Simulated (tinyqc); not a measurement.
FCI on RHF in the sto-3g basis, frozen core, for LiH, spin multiplicity 1, step by step. Computed by tinyqc, a small Python program that keeps every step (integrals from PySCF). Settings: charge = 0, multiplicity = 1, basis = sto-3g, method = RHF, frozen orbitals = 1, energy threshold = 1e-10, iteration cap = 56, orthogonalisation = canonical, start = core, DIIS depth = 6, ci = FCI. Command: `OMP_NUM_THREADS=1 python tinyqc.py 20579 20580 out.jsonl` (the two numbers bound the seeds that draw the settings). One thread of a shared host (Intel(R) Xeon(R) Processor @ 2.60GHz), about 0.1 s of CPU time with the checks. The early iterations of the SCF are left out here.

## One-electron integrals

Geometry (angstrom):
```
atom         x         y         z
Li    0.000000  0.000000  0.000000
H     0.000000  0.000000  1.769000
```

Basis sto-3g: exponents (1/bohr^2) and contraction coefficients of normalised primitives:
```
element  l (shell)   exponent  coefficient
Li           s (1)  16.119575     0.154329
Li           s (1)   2.936201     0.535328
Li           s (1)   0.794651     0.444635
Li           s (2)   0.636290    -0.099967
Li           s (2)   0.147860     0.399513
Li           s (2)   0.048089     0.700115
Li           p (3)   0.636290     0.155916
Li           p (3)   0.147860     0.607684
Li           p (3)   0.048089     0.391957
H            s (1)   3.425251     0.154329
H            s (1)   0.623914     0.535328
H            s (1)   0.168855     0.444635
```

Overlap, kinetic and nuclear-attraction integrals over the contracted functions; the nuclear repulsion is the sum of Za Zb / Rab.

nuclear repulsion = 0.89741754 hartree

overlap S, order 1Li 1s, 1Li 2s, 1Li 2px, 1Li 2py, 1Li 2pz, 2H 1s:
```
[[1.000000, 0.241137, 0.000000, 0.000000, 0.000000, 0.046222],
 [0.241137, 1.000000, 0.000000, 0.000000, 0.000000, 0.353411],
 [0.000000, 0.000000, 1.000000, 0.000000, 0.000000, 0.000000],
 [0.000000, 0.000000, 0.000000, 1.000000, 0.000000, 0.000000],
 [0.000000, 0.000000, 0.000000, 0.000000, 1.000000, 0.477656],
 [0.046222, 0.353411, 0.000000, 0.000000, 0.477656, 1.000000]]
```

kinetic energy T (hartree), order 1Li 1s, 1Li 2s, 1Li 2px, 1Li 2py, 1Li 2pz, 2H 1s:
```
[[3.576786, -0.020237, 0.000000, 0.000000, 0.000000, -0.012678],
 [-0.020237, 0.102163, 0.000000, 0.000000, 0.000000, 0.031492],
 [0.000000, 0.000000, 0.319682, 0.000000, 0.000000, 0.000000],
 [0.000000, 0.000000, 0.000000, 0.319682, 0.000000, 0.000000],
 [0.000000, 0.000000, 0.000000, 0.000000, 0.319682, 0.103329],
 [-0.012678, 0.031492, 0.000000, 0.000000, 0.103329, 0.760032]]
```

nuclear attraction V (hartree), order 1Li 1s, 1Li 2s, 1Li 2px, 1Li 2py, 1Li 2pz, 2H 1s:
```
[[-8.282021, -1.036476, 0.000000, 0.000000, -0.013175, -0.195781],
 [-1.036476, -1.479809, 0.000000, 0.000000, -0.112487, -0.624919],
 [0.000000, 0.000000, -1.440265, 0.000000, 0.000000, 0.000000],
 [0.000000, 0.000000, 0.000000, -1.440265, 0.000000, 0.000000],
 [-0.013175, -0.112487, 0.000000, 0.000000, -1.529955, -0.854735],
 [-0.195781, -0.624919, 0.000000, 0.000000, -0.854735, -2.122957]]
```

core Hamiltonian H = T + V (hartree), order 1Li 1s, 1Li 2s, 1Li 2px, 1Li 2py, 1Li 2pz, 2H 1s:
```
[[-4.705234, -1.056713, 0.000000, 0.000000, -0.013175, -0.208460],
 [-1.056713, -1.377646, 0.000000, 0.000000, -0.112487, -0.593426],
 [0.000000, 0.000000, -1.120583, 0.000000, 0.000000, 0.000000],
 [0.000000, 0.000000, 0.000000, -1.120583, 0.000000, 0.000000],
 [-0.013175, -0.112487, 0.000000, 0.000000, -1.210274, -0.751406],
 [-0.208460, -0.593426, 0.000000, 0.000000, -0.751406, -1.362925]]
```

## Two-electron integrals

Functions are numbered as in S; the eight-fold symmetry (ij|kl) = (ji|kl) = (kl|ij) leaves the list below.

Two-electron integrals (ij|kl) in chemists' order, unique and non-zero (hartree):
```
(11|11) 1.680395   (21|11) 0.265420   (21|21) 0.049941   (22|11) 0.397727
(22|21) 0.092860   (22|22) 0.290562   (31|31) 0.008981   (32|31) 0.013788
(32|32) 0.064184   (33|11) 0.396640   (33|21) 0.092880   (33|22) 0.290497
(33|33) 0.312946   (41|41) 0.008981   (42|41) 0.013788   (42|42) 0.064184
(43|43) 0.016869   (44|11) 0.396640   (44|21) 0.092880   (44|22) 0.290497
(44|33) 0.279207   (44|44) 0.312946   (51|51) 0.008981   (52|51) 0.013788
(52|52) 0.064184   (53|53) 0.016869   (54|54) 0.016869   (55|11) 0.396640
(55|21) 0.092880   (55|22) 0.290497   (55|33) 0.279207   (55|44) 0.279207
(55|55) 0.312946   (61|11) 0.049231   (61|21) 0.009318   (61|22) 0.017680
(61|33) 0.017474   (61|44) 0.017474   (61|51) 0.001114   (61|52) 0.002172
(61|55) 0.018099   (61|61) 0.001903   (62|11) 0.125665   (62|21) 0.029741
(62|22) 0.099657   (62|33) 0.094368   (62|44) 0.094368   (62|51) 0.004793
(62|52) 0.030063   (62|55) 0.110134   (62|61) 0.006649   (62|62) 0.058372
(63|31) 0.002272   (63|32) 0.010855   (63|53) 0.004520   (63|63) 0.003959
(64|41) 0.002272   (64|42) 0.010855   (64|54) 0.004520   (64|64) 0.003959
(65|11) 0.158715   (65|21) 0.037928   (65|22) 0.131682   (65|33) 0.122707
(65|44) 0.122707   (65|51) 0.007416   (65|52) 0.046102   (65|55) 0.149487
(65|61) 0.008785   (65|62) 0.084142   (65|65) 0.122771   (66|11) 0.298603
(66|21) 0.071830   (66|22) 0.265201   (66|33) 0.241931   (66|44) 0.241931
(66|51) 0.012774   (66|52) 0.099794   (66|55) 0.311518   (66|61) 0.016646
(66|62) 0.195911   (66|65) 0.292735   (66|66) 0.774606
```

## Orthogonalisation

S = U s U^T; canonical form X = U s^(-1/2), so that X^T S X = 1. Each column of U has its largest component positive (the first on a tie).

eigenvalues of S: [0.396833, 0.800729, 1.000000, 1.000000, 1.176273, 1.626165]

X, order 1Li 1s, 1Li 2s, 1Li 2px, 1Li 2py, 1Li 2pz, 2H 1s:
```
[[0.205539, 0.789194, 0.000000, 0.000000, 0.605311, 0.181436],
 [-0.724147, -0.615479, 0.000000, 0.000000, 0.476133, 0.369411],
 [0.000000, 0.000000, 0.567424, 0.823426, 0.000000, 0.000000],
 [0.000000, 0.000000, 0.823426, -0.567424, 0.000000, 0.000000],
 [-0.867667, 0.458881, 0.000000, 0.000000, -0.475636, 0.404845],
 [1.095661, -0.191438, 0.000000, 0.000000, -0.175527, 0.530717]]
```

Within a degenerate level the vectors are fixed only up to a rotation; this is one choice.

## Starting guess

The start is the orbitals of the core Hamiltonian; D = 2 C_occ C_occ^T.

D at the start, order 1Li 1s, 1Li 2s, 1Li 2px, 1Li 2py, 1Li 2pz, 2H 1s:
```
[[2.045172, -0.127920, 0.000000, 0.000000, -0.076675, -0.120892],
 [-0.127920, 0.262814, 0.000000, 0.000000, 0.265625, 0.443102],
 [0.000000, 0.000000, 0.000000, 0.000000, 0.000000, 0.000000],
 [0.000000, 0.000000, 0.000000, 0.000000, 0.000000, 0.000000],
 [-0.076675, 0.265625, 0.000000, 0.000000, 0.269862, 0.450356],
 [-0.120892, 0.443102, 0.000000, 0.000000, 0.450356, 0.751596]]
```

## Iteration 7 (converged): orbitals

converged F (hartree), order 1Li 1s, 1Li 2s, 1Li 2px, 1Li 2py, 1Li 2pz, 2H 1s:
```
[[-2.350920, -0.640430, 0.000000, 0.000000, 0.014587, -0.126723],
 [-0.640430, -0.220809, 0.000000, 0.000000, -0.091317, -0.244075],
 [0.000000, 0.000000, 0.163636, 0.000000, 0.000000, 0.000000],
 [0.000000, 0.000000, 0.000000, 0.163636, 0.000000, 0.000000],
 [0.014587, -0.091317, 0.000000, 0.000000, 0.017772, -0.223425],
 [-0.126723, -0.244075, 0.000000, 0.000000, -0.223425, -0.121351]]
```

Diagonalise F' = X^T F X, C = X C', fill 2 alpha and 2 beta electrons from the bottom; D = 2 C_occ C_occ^T. Each column has its largest component positive (the first on a tie).

F' = X^T F X (hartree):
```
[[0.478319, -0.164673, 0.000000, 0.000000, -0.125871, -0.055158],
 [-0.164673, -0.844236, 0.000000, 0.000000, -1.090691, -0.361616],
 [0.000000, 0.000000, 0.163636, 0.000000, 0.000000, 0.000000],
 [0.000000, 0.000000, 0.000000, 0.163636, 0.000000, 0.000000],
 [-0.125871, -1.090691, 0.000000, 0.000000, -1.216931, -0.497167],
 [-0.055158, -0.361616, 0.000000, 0.000000, -0.497167, -0.465927]]
```

orbital energies (hartree): [-2.353472, -0.270509, 0.076424, 0.163636, 0.163636, 0.498784]

coefficients C, order 1Li 1s, 1Li 2s, 1Li 2px, 1Li 2py, 1Li 2pz, 2H 1s:
```
[[0.991359, -0.158209, -0.211979, 0.000000, 0.000000, 0.107865],
 [0.033296, 0.469456, 0.798158, 0.000000, 0.000000, -0.638605],
 [0.000000, 0.000000, 0.000000, 0.140628, 0.990062, 0.000000],
 [0.000000, 0.000000, 0.000000, 0.990062, -0.140628, 0.000000],
 [-0.005330, 0.340032, -0.608201, 0.000000, 0.000000, -0.931659],
 [0.001353, 0.560930, -0.155063, 0.000000, 0.000000, 1.100410]]
```

D after iteration 7, order 1Li 1s, 1Li 2s, 1Li 2px, 1Li 2py, 1Li 2pz, 2H 1s:
```
[[2.015647, -0.082528, 0.000000, 0.000000, -0.118160, -0.174806],
 [-0.082528, 0.442996, 0.000000, 0.000000, 0.318905, 0.526755],
 [0.000000, 0.000000, 0.000000, 0.000000, 0.000000, 0.000000],
 [0.000000, 0.000000, 0.000000, 0.000000, 0.000000, 0.000000],
 [-0.118160, 0.318905, 0.000000, 0.000000, 0.231300, 0.381454],
 [-0.174806, 0.526755, 0.000000, 0.000000, 0.381454, 0.629289]]
```

Within a degenerate level the vectors are fixed only up to a rotation; this is one choice.

## Convergence

Stop when the energy changes by less than 1e-10 hartree and every element of the error matrix X^T (F D S - S D F) X is below 3e-06.

Course of the cycle:
```
iteration  E (hartree)     change  largest element of the error matrix
1          -7.83568252          -                             1.77e-01
2          -7.85147654  -1.58e-02                             2.05e-02
3          -7.85227402  -7.97e-04                             5.44e-03
4          -7.85243873  -1.65e-04                             9.42e-04
5          -7.85244424  -5.51e-06                             3.07e-05
6          -7.85244424  -2.51e-09                             2.32e-06
7          -7.85244424  -1.79e-11                             1.50e-07
```

PySCF RHF in the same basis = -7.85244424 hartree

Converged in 7 iterations.

## Populations, bond orders and dipole

Mulliken: Z minus the diagonal of D S on the atom; Loewdin: the same with S^(1/2) D S^(1/2); Mayer order: 2 sum_s sum (D(s) S)_ij (D(s) S)_ji over the two atoms.

Charges (e):
```
atom   Mulliken    Loewdin
1Li   -0.010426  -0.009097
2H     0.010426   0.009097
```

Mayer bond orders:
```
pair     order
2-1   0.999891
```

dipole moment about the origin, x y z (debye): [0.000000, 0.000000, -4.910282]

## Integrals over molecular orbitals

(pq|rs) = sum C_ip C_jq C_kr C_ls (ij|kl), one index at a time.

one-electron integrals over orbitals h = C^T H C (hartree):
```
[[-4.696019, 0.100497, 0.165077, 0.000000, 0.000000, -0.044727],
 [0.100497, -1.429861, 0.027858, 0.000000, 0.000000, -0.012410],
 [0.165077, 0.027858, -1.114680, 0.000000, 0.000000, 0.027236],
 [0.000000, 0.000000, 0.000000, -1.120583, 0.000000, 0.000000],
 [0.000000, 0.000000, 0.000000, 0.000000, -1.120583, 0.000000],
 [-0.044727, -0.012410, 0.027236, 0.000000, 0.000000, -0.977829]]
```

Two-electron integrals over orbitals (pq|rs), unique and non-zero (hartree); the lowest 1 orbital is frozen and left out:
```
(22|22) 0.475713    (32|22) -0.051606   (32|32) 0.015011    (33|22) 0.219250
(33|32) 0.009717    (33|33) 0.335736    (42|42) 0.022556    (43|42) 0.019480
(43|43) 0.041277    (44|22) 0.261965    (44|32) 0.007793    (44|33) 0.281489
(44|44) 0.312946    (52|52) 0.022556    (53|52) 0.019480    (53|53) 0.041277
(54|54) 0.016869    (55|22) 0.261965    (55|32) 0.007793    (55|33) 0.281489
(55|44) 0.279207    (55|55) 0.312946    (62|22) 0.119074    (62|32) -0.036924
(62|33) -0.015989   (62|44) -0.024141   (62|55) -0.024141   (62|62) 0.125990
(63|22) -0.052590   (63|32) 0.011350    (63|33) 0.035999    (63|44) 0.003822
(63|55) 0.003822    (63|62) -0.033738   (63|63) 0.027144    (64|42) -0.019414
(64|43) -0.013315   (64|64) 0.019832    (65|52) -0.019414   (65|53) -0.013315
(65|65) 0.019832    (66|22) 0.446001    (66|32) -0.045329   (66|33) 0.240275
(66|44) 0.265511    (66|55) 0.265511    (66|62) 0.122981    (66|63) -0.044868
(66|66) 0.445845
```

## FCI: determinants and Hamiltonian

one-electron integrals dressed by the frozen orbital, h + 2 (pq|11) - (p1|1q) (hartree), order 2, 3, 4, 5, 6:
```
[[-0.746223, 0.051606, 0.000000, 0.000000, -0.119074],
 [0.051606, -0.347065, 0.000000, 0.000000, 0.068255],
 [0.000000, 0.000000, -0.337738, 0.000000, 0.000000],
 [0.000000, 0.000000, 0.000000, -0.337738, 0.000000],
 [-0.119074, 0.068255, 0.000000, 0.000000, -0.267228]]
```

energy of the frozen orbital, 2 h_11 + (11|11) = -7.73312944 hartree

Hartree-Fock energy = -7.85244424 hartree

Slater-Condon rules over spin orbitals, with the nuclear repulsion and the energy of the frozen orbital added and E(HF) subtracted on the diagonal. Only determinants linked to the reference directly or through others are kept (one block of an abelian symmetry group), so some states are absent.

Occupation strings over the orbitals (2 doubly, a alpha, b beta, 0 empty; spin orbitals ordered 1a 1b 2a 2b ...): 220000 2ab000 2a000b 2ba000 2b000a 202000 20a00b 200200 200020 20b00a 200002

H - E(HF) between determinants (hartree), order 220000, 2ab000, 2a000b, 2ba000, 2b000a, 202000, 20a00b, 200200, 200020, 20b00a, 200002:
```
[[0.000000, 0.000000, 0.000000, 0.000000, 0.000000, 0.015011, -0.036924, 0.022556, 0.022556, 0.036924, 0.125990],
 [0.000000, 0.142694, 0.015666, -0.015011, 0.036924, 0.061322, 0.011350, 0.019480, 0.019480, 0.135063, -0.033738],
 [0.000000, 0.015666, 0.449282, 0.036924, -0.125990, 0.011350, 0.006277, -0.019414, -0.019414, 0.033738, 0.003907],
 [0.000000, -0.015011, 0.036924, 0.142694, 0.015666, -0.061322, 0.135063, -0.019480, -0.019480, 0.011350, 0.033738],
 [0.000000, 0.036924, -0.125990, 0.015666, 0.449282, -0.011350, 0.033738, 0.019414, 0.019414, 0.006277, -0.003907],
 [0.015011, 0.061322, 0.011350, -0.061322, -0.011350, 0.658338, 0.104254, 0.041277, 0.041277, -0.104254, 0.027144],
 [-0.036924, 0.011350, 0.006277, 0.135063, 0.033738, 0.104254, 0.642714, -0.013315, -0.013315, -0.027144, 0.023387],
 [0.022556, 0.019480, -0.019414, -0.019480, 0.019414, 0.041277, -0.013315, 0.654201, 0.016869, 0.013315, 0.019832],
 [0.022556, 0.019480, -0.019414, -0.019480, 0.019414, 0.041277, -0.013315, 0.016869, 0.654201, 0.013315, 0.019832],
 [0.036924, 0.135063, 0.033738, 0.011350, 0.006277, -0.104254, -0.027144, 0.013315, 0.013315, 0.642714, -0.023387],
 [0.125990, -0.033738, 0.003907, 0.033738, -0.003907, 0.027144, 0.023387, 0.019832, 0.019832, -0.023387, 0.928120]]
```

## FCI: roots

Diagonalise (each vector has its largest component positive (the first on a tie)); all determinants have Ms = 0, so triplets appear too. The lowest singlet root is the correlation energy.

lowest roots of this matrix, relative to E(HF) (hartree): [-0.023534, 0.080399, 0.099765, 0.321830, 0.510307, 0.594422, 0.637332, 0.664315]

lowest vectors, order 220000, 2ab000, 2a000b, 2ba000, 2b000a, 202000, 20a00b, 200200, 200020, 20b00a, 200002:
```
[[0.983084, 0.000000, -0.087641, 0.000000],
 [0.044804, 0.674800, 0.662564, 0.084179],
 [0.004838, -0.117133, 0.042799, 0.688821],
 [-0.044804, 0.674800, -0.662564, 0.084179],
 [-0.004838, -0.117133, -0.042799, 0.688821],
 [-0.043227, 0.000000, -0.210812, 0.000000],
 [0.070390, -0.175855, 0.175235, -0.135793],
 [-0.025239, 0.000000, -0.017662, 0.000000],
 [-0.025239, 0.000000, -0.017662, 0.000000],
 [-0.070390, -0.175855, -0.175235, -0.135793],
 [-0.128188, 0.000000, 0.064756, 0.000000]]
```

<S^2> of these roots: [0.000000, 2.000000, 0.000000, 2.000000, 0.000000, 0.000000, 0.000000, 2.000000]

weight of the ground state by excitation level 0, 1, 2, ...: [0.966454, 0.004062, 0.029484]
